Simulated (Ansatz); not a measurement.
Two shapes of singlet LiH₂O(+).

Shape 1:

```xyz
4

Li    0.0398   -0.0278   -1.5007
O    -0.0384    0.0300    0.3175
H     0.0326    0.7901    0.8875
H    -0.0280   -0.8049    0.8990
```

Shape 2:

```xyz
4

Li    0.0000    0.0000   -1.3696
O     0.0000    0.0000    0.3023
H     0.0000    0.7068    0.8451
H     0.0000   -0.7068    0.8451
```

Basis set: cc-pVTZ (spherical functions). Frozen core: 1 orbital. Charge 1, multiplicity 1.

Computed with Ansatz (development build ahead of 0.2.0); each method stands on the lowest determinant of its kind that the runs found.

Task: Which shape is lower in energy, and by how much in each method?

Result:

| method | E(2) − E(1) (eV) |
| --- | --- |
| RHF | 0.184 |
| RHF-MP2 | 0.363 |

Shape 1 is lower.
